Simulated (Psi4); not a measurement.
**One shape, several levels: AlH3 (SMILES [H][Al]([H])[H])**

Aim: a comparison of 6 runs (HF/STO-3G, B3LYP/6-31G*, r2SCANh-D4/6-311G*, MP2/6-31G*, CC2/jun-cc-pVDZ) of AlH3. 

Program for the calculation: Psi4 1.11.

10 further runs of the same task are left out: 1 that didn't finish, 9 set aside as unsound or not needed.

## 1. The structure to begin with

The species is AlH3 (4 atoms), meant as a singlet with charge 0. SMILES: `[H][Al]([H])[H]`. Geometry: a GFN2-xTB relaxation, a rough one for these elements and not checked as a minimum.

Bond lengths: Al1–H2 1.553 Å, Al1–H3 1.553 Å, Al1–H4 1.553 Å. Angles: H2–Al1–H3 120.0°, H2–Al1–H4 120.0°, H3–Al1–H4 120.0°.

## 2. Energy and forces at HF/STO-3G (run 1)

Input file job.dat:

```
memory 1.6 GB

molecule m {
  0 1
  Al    -0.00001890    -0.00003779     0.00003779
  H      2.93408327    -0.05767444     0.02760890
  H     -1.41693555     2.56972517    -0.03613156
  H     -1.51712882    -2.51201294     0.00846597
  units au
  symmetry c1
}

set basis STO-3G
set puream true
set e_convergence 1e-09
set d_convergence 1e-08
set scf_type pk

e_tot, wfn = gradient("hf", return_wfn=True)
oeprop(wfn, "QUADRUPOLE", "DIPOLE", "LOWDIN_CHARGES", title="HF")
```

Run with:

```bash
$ psi4 job.dat job.out -n 1
```

job.out:

```text
[...]
  Running in c1 symmetry.
[...]
  Nuclear repulsion =   13.879459649751499
[...]
  Multiplicity = 1
[...]
  Nalpha       = 8
  Nbeta        = 8
[...]
    Number of basis functions: 12
[...]
   @RHF iter   1:  -240.70420087151840   -1.40911e+00   1.16569e-02 DIIS/ADIIS
[...]
   @RHF iter   7:  -240.72056759348948   -1.08002e-12   2.24348e-09 DIIS
[...]
    Orbital Energies [Eh]
    ---------------------
    Doubly Occupied:
       1A    -57.782372     2A     -4.710516     3A     -2.938310
       4A     -2.937284     5A     -2.937283     6A     -0.504909
       7A     -0.341177     8A     -0.341163
[...]
  @RHF Final Energy:  -240.72056759348948
   => Energetics <=
    Nuclear Repulsion Energy =             13.8794596497514995
    One-Electron Energy =                -364.2140256724734968
    Two-Electron Energy =                 109.6139984292325380
    Total Energy =                       -240.7205675934894771
[...]
  -Total Gradient:
     Atom            X                  Y                   Z
    ------   -----------------  -----------------  -----------------
       1       -0.000027186285    -0.000028125074     0.000006282329
       2        0.034674701078    -0.000681104175     0.000324403352
       3       -0.016739957228     0.030356249701    -0.000428709958
       4       -0.017907557566    -0.029647020452     0.000098024278
[...]
```

Run time: 3 s. Hardware: 1 thread of AMD EPYC 7R43 (Zen 3), shared host; peak memory 0.17 GiB.

## 3. Energy and gradient at B3LYP/6-31G(d) (spherical functions) (run 2)

Input file calc.py:

```python
import psi4

psi4.set_memory(1600000000)
psi4.set_num_threads(1)
psi4.set_output_file('run.log', False)

m = psi4.geometry("""
Al    -0.000010    -0.000020     0.000020
H      1.552650    -0.030520     0.014610
H     -0.749810     1.359840    -0.019120
H     -0.802830    -1.329300     0.004480
units angstrom
symmetry c1
no_reorient
no_com
""")

psi4.set_options({
    'puream': True,
    'e_convergence': 1e-09,
    'd_convergence': 1e-08,
    'scf_type': 'pk',
    'dft_radial_points': 99,
    'dft_spherical_points': 590,
})

e_tot, wfn = psi4.gradient("b3lyp/6-31G*", molecule=m, return_wfn=True)
psi4.oeprop(wfn, "LOWDIN_CHARGES", "QUADRUPOLE", "MULLIKEN_CHARGES")
print('gradient / Eh bohr^-1')
print(e_tot.np.round(6))
print(f'energy = {wfn.energy():.10f} Eh')
```

Run with:

```bash
$ python calc.py
```

run.log:

```text
[...]
  Running in c1 symmetry.
[...]
  Nuclear repulsion =   13.879459646128723
[...]
  Multiplicity = 1
[...]
  Nalpha       = 8
  Nbeta        = 8
[...]
    Number of basis functions: 24
[...]
   @RKS iter   1:  -244.18142093418447   -4.15478e-01   5.98363e-03 DIIS/ADIIS
[...]
   @RKS iter   7:  -244.20214021231962   -2.84217e-14   1.11320e-09 DIIS
[...]
    Orbital Energies [Eh]
    ---------------------
    Doubly Occupied:
       1A    -56.032534     2A     -4.134322     3A     -2.692033
       4A     -2.683355     5A     -2.683355     6A     -0.426419
       7A     -0.308653     8A     -0.308646
[...]
  @RKS Final Energy:  -244.20214021231962
   => Energetics <=
    Nuclear Repulsion Energy =             13.8794596461287227
    One-Electron Energy =                -366.2436823333580378
    Two-Electron Energy =                 124.1054877765007944
    DFT Exchange-Correlation Energy =     -15.9434053015910973
    Empirical Dispersion Energy =           0.0000000000000000
    VV10 Nonlocal Energy =                  0.0000000000000000
    Total Energy =                       -244.2021402123195912
[...]
  -Total Gradient:
     Atom            X                  Y                   Z
    ------   -----------------  -----------------  -----------------
       1       -0.000021918337    -0.000021141474     0.000002470473
       2       -0.010550112467     0.000207054545    -0.000100166717
       3        0.005098930920    -0.009250351955     0.000129152815
       4        0.005473055540     0.009064399792    -0.000031457358
[...]
```

Standard output:

```text
gradient / Eh bohr^-1
[[-2.200e-05 -2.100e-05  2.000e-06]
 [-1.055e-02  2.070e-04 -1.000e-04]
 [ 5.099e-03 -9.250e-03  1.290e-04]
 [ 5.473e-03  9.064e-03 -3.100e-05]]
energy = -244.2021402123 Eh
```

Wall time 9.3 s (1 thread of AMD EPYC 7R43 (Zen 3), shared host); peak memory 0.37 GiB.

Runs 3 to 5 aren't shown in full; the table further down has their settings and results.

## 4. Energy and gradient at CC2/jun-cc-pVDZ (run 6)

Input file job.json:

```json
{
  "schema_name": "qcschema_input",
  "schema_version": 1,
  "molecule": {
    "schema_name": "qcschema_molecule",
    "schema_version": 2,
    "symbols": ["Al", "H", "H", "H"],
    "geometry": [-1.89e-05, -3.779e-05, 3.779e-05, 2.93408327, -0.05767444, 0.0276089, -1.41693555, 2.56972517, -0.03613156, -1.51712882, -2.51201294, 0.00846597],
    "molecular_charge": 0,
    "molecular_multiplicity": 1
  },
  "driver": "gradient",
  "model": {
    "method": "cc2",
    "basis": "jun-cc-pVDZ"
  },
  "keywords": {
    "scf_type": "pk"
  }
}
```

Run with:

```bash
$ psi4 --qcschema job.json -n 1 --memory 1600MB
```

stdout:

```text
[...]
  Running in c1 symmetry.
[...]
  Nuclear repulsion =   13.879459649751499
[...]
  Multiplicity = 1
[...]
  Nalpha       = 8
  Nbeta        = 8
[...]
    Number of basis functions: 37
[...]
   @RHF iter   1:  -243.62701071229870   -6.20375e-01   1.48392e-03 ADIIS/DIIS
[...]
   @RHF iter   9:  -243.63092556648718   -2.55795e-13   3.51661e-11 DIIS
[...]
    Orbital Energies [Eh]
    ---------------------
    Doubly Occupied:
       1A    -58.472103     2A     -4.890553     3A     -3.205452
       4A     -3.202586     5A     -3.202585     6A     -0.574528
       7A     -0.432703     8A     -0.432694
[...]
  @RHF Final Energy:  -243.63092556648718
   => Energetics <=
    Nuclear Repulsion Energy =             13.8794596497514995
    One-Electron Energy =                -366.1943649071054665
    Two-Electron Energy =                 108.6839796908667921
    Total Energy =                       -243.6309255664871785
[...]
 Multipole Moments:
 ------------------------------------------------------------------------------------
     Multipole            Electronic (a.u.)      Nuclear  (a.u.)        Total (a.u.)
 ------------------------------------------------------------------------------------
 L = 1.  Multiply by 2.5417464519 to convert [e a0] to [Debye]
 Dipole X            :         -0.0000688            0.0000350           -0.0000338
 Dipole Y            :         -0.0001340            0.0000699           -0.0000641
 Dipole Z            :          0.0001422           -0.0000787            0.0000636
 Magnitude           :                                                    0.0000964
[...]
      * MP2 total energy                      = -243.713256092080400
[...]
```

The result, in JSON:

```text
{
 "driver": "gradient",
 "model": {
  "method": "cc2",
  "basis": "jun-cc-pVDZ"
 },
 "success": true,
 "return_result": [-2.1611103405480352e-05, -2.0955837696327403e-05, 2.757121403083239e-06, -0.009529076750999899, 0.00018708758820025137, -9.064841960513062e-05, 0.004605823903174322, -0.008356348313201867, 0.00011649293838660729, 0.0049448639512440495, 0.008190216562665498, -2.8601640184255928e-05],
 "properties": {
  "calcinfo_nbasis": 37,
  "calcinfo_nmo": 37,
  "calcinfo_nalpha": 8,
  "calcinfo_nbeta": 8,
  "calcinfo_natom": 4,
  "nuclear_repulsion_energy": 13.8794596497515,
  "return_energy": -243.71363155034342,
  "return_gradient": [-2.1611103405480352e-05, -2.0955837696327403e-05, 2.757121403083239e-06, -0.009529076750999899, 0.00018708758820025137, -9.064841960513062e-05, 0.004605823903174322, -0.008356348313201867, 0.00011649293838660729, 0.0049448639512440495, 0.008190216562665498, -2.8601640184255928e-05],
  "scf_one_electron_energy": -366.19436490710547,
  "scf_two_electron_energy": 108.68397969086679,
  "scf_dipole_moment": [-3.3844519101350334e-05, -6.407484055764856e-05, 6.355792636239879e-05],
  "scf_total_energy": -243.63092556648718,
  "scf_iterations": 9,
  "mp2_same_spin_correlation_energy": -0.00555409273697853,
  "mp2_opposite_spin_correlation_energy": -0.07677643285671253,
  "mp2_singles_energy": -6.150166964318916e-29,
  "mp2_doubles_energy": -0.08233052559369106,
  "mp2_correlation_energy": -0.08233052559369106,
  "mp2_total_energy": -243.7132560920804
 }
}
```

Wall time 9.9 s (1 thread of AMD EPYC 7R43 (Zen 3), shared host); peak memory 0.28 GiB.

## 5. Overview of the runs

| run | level | integration grid | task | energy (Eh) | dipole moment (D) | HOMO energy (eV) | LUMO energy (eV) | wall time |
| --- | --- | --- | --- | --- | --- | --- | --- | --- |
| 1 | HF/STO-3G | – | gradient | -240.720568 | 0.00 | -9.28 | 8.87 | 3 s |
| 2 | B3LYP/6-31G* (spherical functions) | 99 radial × 590 angular | gradient | -244.202140 | 0.00 | -8.40 | -1.90 | 9.3 s |
| 3 | B3LYP/6-31G* (Cartesian functions) | 99 radial × 590 angular | energy | -244.203613 | 0.00 | -8.40 | -1.90 | 6.6 s |
| 4 | r2SCANh-D4/6-311G* | 75 radial × 302 angular | properties | -244.158187 | 0.00 | -8.15 | -1.84 | 8.1 s |
| 5 | MP2/6-31G* (spherical functions) | – | energy | -243.667193 | – | -11.78 | 0.94 | 3.6 s |
| 6 | CC2/jun-cc-pVDZ | – | gradient | -243.713632 | – | -11.77 | 0.41 | 9.9 s |

## 6. Outcome

| quantity | value |
| --- | --- |
| run 6: ground-state or mean-field energy | -243.71363 Eh |
| run 6: HOMO energy (Hartree–Fock orbitals) | -11.77 eV |
| run 6: LUMO energy (Hartree–Fock orbitals) | 0.41 eV |
| run 6: HOMO–LUMO gap (Hartree–Fock orbitals) | 12.18 eV |
| run 6: correlation energy | -82.7 mEh |
| run 6: T1 diagnostic | 0.004 |
| run 6: largest force on an atom | 0.492 eV/Å |

What this shows: Over runs 1, 2, 3, 4 the HOMO–LUMO gap runs from 6.31 eV (r2SCANh-D4/6-311G*) to 18.16 eV (HF/STO-3G). The two ends differ in method and basis. Totals of different functionals can't be ranked against each other. In run 1 the basis is minimal, so the values are rough. All runs together took 41 s, the longest 9.9 s.
